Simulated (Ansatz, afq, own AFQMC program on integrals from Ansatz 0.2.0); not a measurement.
Where AFQMC and coupled cluster stand for WSiH2, septet

```xyz
4

W     0.0000    0.0000    0.3619
Si    0.0000    0.0000   -2.1531
H     0.0000   -1.2230   -3.0031
H     0.0000    1.2230   -3.0031
```

Connectivity, by distances: W–SiH2.

Basis def2-SVP with its core potentials. Only valence electrons are correlated. Integrals, coupled cluster, full CI and functionals: Ansatz 0.2.0; the random walks run on the same integrals in our own AFQMC program. The CISD trial takes its coefficients from CCSD amplitudes. Released means that phaseless walkers are propagated on without the constraint, phases kept. Error bars are statistical, one sigma. No spin–orbit coupling. The metal's outer-core s and p shells are frozen, which shifts wave-function levels against functionals.

Determinant: UHF, the one that the program's search chose, which needn't be the lowest solution. The geometry is a point of a scan.

No full CI on the walks' own integrals is used here; CCSDT(Q) serves as the reference and is uncertain by about the last step of the cluster series.

Cautions: no spin-orbit coupling; outer-core shells of the metal frozen; lower spins were not checked; higher spins were not checked.

The T1 diagnostic is 0.0225, the weight of the determinant in the CISD state is 0.877 and the ⟨S²⟩ of the determinant is 12.027. The size of the correlated space is 12 electrons in 51 orbitals.

Reference: CCSDT(Q), correlation energy -5.361 eV. The released energy is read at 4.20 1/Eh (meV from the phaseless value at times in 1/Eh: -10 ± 6 at 0.60, -22 ± 3 at 1.20, -25.5 ± 1.9 at 2.00, -24 ± 3 at 3.00, -28 ± 5 at 4.20).

| level | E − E(reference) (mEh) | share of correlation (%) |
| --- | --- | --- |
| HF | 197.03 | 0.00 |
| MP2 | 38.20 | 80.61 |
| CCSD | 7.34 | 96.28 |
| CCSD(T) | 1.60 | 99.19 |
| CCSDT | 0.34 | 99.83 |
| ph-AFQMC/HF | 2.47 ± 0.59 | 98.75 |
| ph-AFQMC/CISD | 1.03 ± 0.14 | 99.48 |
| released AFQMC | 0.01 ± 0.18 | 100.00 |

A walk keeps the symmetry of its determinant, which the program's search chose and which needn't be the lowest solution, so a lower state of the same spin and another symmetry isn't excluded. Released energies are given only where the last usable release times agree within the noise; a slower fall can still hide under it.
